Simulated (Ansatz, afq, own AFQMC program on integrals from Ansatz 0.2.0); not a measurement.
## HfB⁺, septet in def2-TZVPP, levels against CCSDT(Q)

```
atom   x (Å)   y (Å)   z (Å)
  Hf  0.0000  0.0000  0.0000
   B  0.0000  0.0000  2.1360
```

Basis def2-TZVPP with its core potentials. Noble-gas cores (and the filled d shells of Ga–Kr and In–Xe) are frozen. AFQMC by an in-house program on the Cholesky factors that Ansatz 0.2.0 writes for its CCSD(T) run. The CISD trial takes its coefficients from CCSD amplitudes. Released means that phaseless walkers are propagated on without the constraint, phases kept. Uncertainties: one standard error, sampling alone. No spin–orbit coupling. The metal's outer-core s and p shells are frozen, which shifts wave-function levels against functionals.

Determinant: UHF, the one that the program's search chose, which needn't be the lowest solution. The geometry is a PBE0/def2-TZVP stationary point of this or a neighbouring charge and spin state.

No full CI on the walks' own integrals is used here; CCSDT(Q) serves as the reference and is uncertain by about the last step of the cluster series.

Cautions: no spin-orbit coupling; outer-core shells of the metal frozen; another spin lies lower.

```
T1 diagnostic                               : 0.0264
weight of the determinant in the CISD state : 0.943
⟨S²⟩ of the determinant                     : 12.004
size of the correlated space                : 6 electrons in 82 orbitals
```

```csv
level,correlation energy (eV)
MP2,-1.3027
CCSD,-1.6712
CCSD(T),-1.7330
```

Q: Estimate where phaseless AFQMC with a CISD trial lies against CCSD(T) on the same integrals.

A: 0.4 ± 0.4 kJ/mol above CCSD(T). The gap is under twice the noise, so this walk alone can't tell the two apart.

Reference: CCSDT(Q), correlation energy -1.752 eV. The released energy is read at 1.50 1/Eh (meV from the phaseless value at times in 1/Eh: 1 ± 5 at 0.24, -7 ± 3 at 0.50, -13.5 ± 2.0 at 1.00, -9 ± 7 at 1.50).

```tsv
level	E − E(reference) (kJ/mol)	share of correlation (%)
CCSD(T)	1.8	98.94
CCSDT	0.1	99.93
ph-AFQMC/CISD	2.2 ± 0.4	98.69
released AFQMC	1.3 ± 0.6	99.23
```

A walk keeps the symmetry of its determinant, which the program's search chose and which needn't be the lowest solution, so a lower state of the same spin and another symmetry isn't excluded. Released energies are given only where the last usable release times agree within the noise; a slower fall can still hide under it.
